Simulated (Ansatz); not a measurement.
MgO$_{2}$ (Pa-3)

Computed with DFT PBEsol, scalar-relativistic, plane waves, PAW in Ansatz.

Plane waves to 420 eV, a k mesh through Γ of 6×6×6 on the computed 12-atom cell and Gaussian smearing (0.02 eV); no spin polarisation.

The structure is relaxed at this level of theory with its symmetry kept. Whether it is the stable form of this composition wasn't checked.

It takes space group Pa-3 (No. 205, cubic). The conventional cell has a = 4.841 Å, b = 4.841 Å, c = 4.841 Å, α = 90.00°, β = 90.00°, γ = 90.00°. Mg (site symmetry -3) is surrounded by 6 O at 2.08 Å. O (site symmetry 3) is surrounded by 1 O at 1.48 Å.

```
Volume per atom                                                                                                                             : 9.45 Å³
Formation energy from the elements' standard states (uncorrected)                                                                           : -1.757 eV/atom
Kohn–Sham band gap                                                                                                                          : 3.95 eV, indirect from Γ to (0.229, 0.229, 0.234)
Löwdin character of the top 1 eV of the valence band                                                                                        : O 2p 97 %
Löwdin character of the lowest 1 eV of the conduction band                                                                                  : O 2p 79 %, O 2s 11 %, unprojected 5 %
Electron masses at the edge by Cartesian direction of the standard setting (m_e; degenerate bands sorted by energy; no spin-orbit coupling) : x: 1.9; y: 1.9; z: 1.8
Hole masses at the edge by Cartesian direction of the standard setting (m_e; degenerate bands sorted by energy; no spin-orbit coupling)     : x: 25, 2.0; y: 25, 2.0; z: 25, 2.0
Bulk modulus                                                                                                                                : 136 GPa
Its pressure derivative                                                                                                                     : 4.1
```